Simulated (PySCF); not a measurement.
Dipole moment and polarisability across levels of theory

Compound: C₅H₁₀O.
Numbering: `[CH2:1]1[CH2:2][CH2:3][O:4][CH2:5][CH2:6]1` (hydrogens: H7, H8 on C1; H9, H10 on C2; H11, H12 on C3; H13, H14 on C5; H15, H16 on C6)

PySCF, dipoles from the SCF density, polarisabilities from static response with core orbitals frozen. The structure is a single PBE0-D3(BJ)/def2-SVP conformer in the gas phase; no vibrational or solvent corrections.

Question: How do dipole and polarisability depend on functional and basis here?

Answer: 

```
              level  μ (D)  error (%)  α (Å³)  anisotropy (Å³)
      LDA/def2-SVPD  1.455      -16.4    9.89             1.36
      PBE/def2-SVPD  1.400      -19.5    9.75             1.38
    B3LYP/def2-SVPD  1.487      -14.6    9.43             1.32
     PBE0/def2-SVPD  1.480      -14.9    9.34             1.33
BHandHLYP/def2-SVPD  1.565      -10.1    9.07             1.27
CAM-B3LYP/def2-SVPD  1.546      -11.1    9.27             1.27
       HF/def2-SVPD  1.625       -6.6    8.73             1.21
```

Reference dipole: 1.740 D (measured, gas; NIST CCCBDB Release 22 (SRD 101), experimental dipoles). The anisotropy is √(½[(α1 − α2)² + (α2 − α3)² + (α3 − α1)²]). For the dipole, the smallest error is 6.6% (HF/def2-SVPD) and the largest 19.5% (PBE/def2-SVPD). The dipole runs from 1.40 D (PBE/def2-SVPD) to 1.63 D (HF/def2-SVPD). In one basis (def2-SVPD) the functionals order the polarisability from HF (lowest) to LDA (highest), a spread of 13%. Measured values can belong to vibrating molecules; the computed ones are for one fixed geometry.
